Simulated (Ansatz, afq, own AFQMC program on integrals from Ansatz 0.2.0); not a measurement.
**C⁺, doublet in aug-cc-pVDZ, levels against full CI**

A free C cation.

Basis aug-cc-pVDZ. Noble-gas cores (and the filled d shells of Ga–Kr and In–Xe) are frozen. Ansatz 0.2.0 and our own AFQMC program on the same integrals; the CISD trial comes from CCSD amplitudes, and released means the phaseless constraint is let go. ± is one standard error of the sampling.

Determinant: UHF, the one that the program's search chose, which needn't be the lowest solution.

Full CI is exact in this basis; its frozen core comes from its own orbitals, which moves totals by up to a few meV.

Cautions: full CI with its own frozen core.

The T1 diagnostic is 0.0091, the weight of the determinant in the CISD state is 0.944 and the ⟨S²⟩ of the determinant is 0.756. The size of the correlated space is 3 electrons in 22 orbitals.

**Question.** Estimate: order these by the size of their error in total energy against full CI, smallest first.
A. CCSD
B. CCSD(T)
C. phaseless AFQMC with a CISD trial
D. MP2

**Answer.** C (0.2 ± 0.09 kJ/mol), B (0.6 kJ/mol), A (2.4 kJ/mol), D (69.6 kJ/mol).

Reference: full CI, correlation energy -1.855 eV.

A walk keeps the symmetry of its determinant, which the program's search chose and which needn't be the lowest solution, so a lower state of the same spin and another symmetry isn't excluded.
